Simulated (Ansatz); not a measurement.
I need harmonic frequencies at the relaxed geometry of BF. Use Ansatz 0.2.0, Python API. Settings (for the species named): CCSD(T), cc-pVDZ basis, multiplicity 1.

```
atom   x (Å)   y (Å)   z (Å)
   B  0.0000  0.0000  0.0000
   F  0.0000  0.0000  1.4300
```

The script, `run_freq.py`:
```python
"""Vibrations and zero-point energy of BF."""

from dataclasses import dataclass
import itertools
import warnings

import ansatz as az
from ase import Atoms
from ase.data import atomic_numbers, covalent_radii
import numpy as np


@dataclass
class Options:
    basis: str = "cc-pVDZ"
    method: str = "ccsd_t"


opts = Options()


def main() -> None:
    warnings.simplefilter("ignore", az.DeckWarning)

    atoms = Atoms(["B", "F"], positions=[
        (0.0, 0.0, 0.0),
        (0.0, 0.0, 1.43),
    ])
    system = az.Crystal.molecule_from_ase(atoms)

    job = (
        system.calculation()
        .basis(gaussian=opts.basis)
        .correlation(opts.method)
    )
    symbols = [site.symbol for site in system.cartesian_sites]
    start = np.array([site.position_ang for site in system.cartesian_sites], dtype=float)
    report = job.relax(force_tolerance=0.003).run().report
    end = np.array(report["positions_ang"])

    # pairs closer than 1.2 times the sum of covalent radii, before or after
    radius = [covalent_radii[atomic_numbers[s]] for s in symbols]
    span = lambda where, i, j: np.linalg.norm(where[i] - where[j])
    bonded = [(i, j) for i, j in itertools.combinations(range(len(symbols)), 2) if min(span(start, i, j), span(end, i, j)) < 1.2 * (radius[i] + radius[j])]
    print("pair        before    after (A)")
    for i, j in bonded:
        print(f"{symbols[i]}{i}-{symbols[j]}{j}".ljust(10), f"{span(start, i, j):8.4f} {span(end, i, j):8.4f}")

    # frequencies need a stationary point, so they are taken at the relaxed geometry
    minimum = az.Crystal.molecule()
    for symbol, place in zip(symbols, end):
        minimum = minimum.atom(symbol, place.tolist())
    vibrating = (
        minimum.calculation()
        .basis(gaussian=opts.basis)
        .correlation(opts.method)
        .phonons(temperatures=(200, 600, 100))
    )
    vib = vibrating.run().report["vibrations"]
    sums = vib["harmonic_sums"]
    modes = [m["omega_inv_cm"] for m in sums["modes_at_gamma"] if m["rigid_motion"] == "no"]
    for number, w in enumerate(modes, start=1):
        print(f"mode {number:2d} {w:9.1f} 1/cm {w / 8065.544 * 1000:8.2f} meV")
    print("imaginary modes:", sum(w < 0 for w in modes), " zero-point energy:", round(sums["zero_point_energy_ev"], 4), "eV")
    print("T (K)   F_vib (eV)   S_vib (meV/K)   C_vib (meV/K)")
    for row in zip(sums["temperatures_k"], sums["vibrational_free_energy_ev"], vib["entropy_ev_per_k"], vib["heat_capacity_ev_per_k"]):
        print(f"{row[0]:6.1f} {row[1]:11.4f} {1000 * row[2]:13.4f} {1000 * row[3]:15.4f}")


if __name__ == "__main__":
    main()
```

Running `python run_freq.py` prints:
```text
pair        before    after (A)
B0-F1        1.4300   1.2953
mode  1    1325.4 1/cm   164.33 meV
imaginary modes: 0  zero-point energy: 0.0822 eV
T (K)   F_vib (eV)   S_vib (meV/K)   C_vib (meV/K)
 200.0      0.0822        0.0001          0.0006
 300.0      0.0821        0.0011          0.0061
 400.0      0.0819        0.0043          0.0169
 500.0      0.0812        0.0093          0.0289
 600.0      0.0800        0.0156          0.0395
```

Notes:
- The frequencies are harmonic and unscaled, in a modest basis.
- The spin state was assumed, and another may lie lower.
- Run time: 6 s on 1 thread of Arm Neoverse V1, on a shared host, peak memory 0.16 GiB.
